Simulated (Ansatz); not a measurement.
A CCSD(T) single point on C3H4ClF, SMILES `C=C(Cl)CF`.

```yaml
crystal:
  periodic: [false, false, false]
  atoms:
    - {symbol: C, position_ang: [0.513663, 0.866748, -0.981343]}
    - {symbol: C, position_ang: [0.505855, -0.077066, -0.059040]}
    - {symbol: Cl, position_ang: [1.936158, -0.930984, 0.407320]}
    - {symbol: C, position_ang: [-0.686449, -0.548329, 0.706320]}
    - {symbol: F, position_ang: [-1.814852, 0.134589, 0.326442]}
    - {symbol: H, position_ang: [-0.412729, 1.367105, -1.231881]}
    - {symbol: H, position_ang: [1.421969, 1.153160, -1.493124]}
    - {symbol: H, position_ang: [-0.847142, -1.617099, 0.529161]}
    - {symbol: H, position_ang: [-0.528074, -0.394422, 1.779046]}
basis:
  gaussian: {orbitals: def2-TZVPP}
correlation: {method: ccsd_t}
output: {orbitals: {seedname: orbitals}}
```

```sh
$ ansatz run in.yaml --threads 2 --pin off --events-out ev --progress --plain --max-ram 4352MiB
```

Log, shortened:

```
Functional definition: HF
1347 factors; integrals over basis functions are off by at most 1.1e-3 eV
mean field evaluation 1: about -18363.0360 eV, gradient 3.3e1 eV
mean field evaluation 2: about -18363.2975 eV, gradient 3.3e1 eV
mean field evaluation 4: about -18366.0456 eV, gradient 4.2e0 eV
mean field evaluation 8: about -18366.1123 eV, gradient 4.0e-1 eV
mean field evaluation 16: about -18366.1135 eV, gradient 2.9e-6 eV
mean field -18366.11346289 eV, -674.9422207624 hartree, gradient 2.9e-6 eV, S^2 0.000000; 0 other end points of the search recorded, 0 dependent functions left out
9 core orbitals not correlated: weight in the atoms' cores, before any rotation towards them, 1.000 or more for the frozen orbitals, at most 0.000 for the correlated occupied ones
reference -18366.11346289 eV, -674.9422207624 hartree; 15, 15 occupied and 198, 198 virtual orbitals, 1347 factors
second order -25.20869248 eV of doubles, -0.00000000 eV of singles
cycle   1  -25.54291386 eV  change   -3.3e-1 eV  update   1.0e-1
cycle   2  -26.12354359 eV  change   -5.8e-1 eV  update   3.1e-2
cycle   3  -26.25635863 eV  change   -1.3e-1 eV  update   1.5e-2
cycle   4  -26.24676810 eV  change    9.6e-3 eV  update   3.6e-3
cycle   5  -26.24652028 eV  change    2.5e-4 eV  update   1.5e-3
cycle   6  -26.24738548 eV  change   -8.7e-4 eV  update   4.1e-4
cycle   7  -26.24730322 eV  change    8.2e-5 eV  update   1.4e-4
cycle   8  -26.24725109 eV  change    5.2e-5 eV  update   4.1e-5
cycle   9  -26.24725800 eV  change   -6.9e-6 eV  update   1.6e-5
perturbative correction -1.08077983 eV, -0.0397179262 hartree
Total energy: -18393.44150072 eV, -675.9465076290 hartree
```

Hardware: 2 threads of an Arm Neoverse V1 on a shared host. Wall time 3 min, peak host memory 3.6 GiB.

Correlation energy per correlated electron: -0.911 eV. T1 diagnostic: 0.0106.
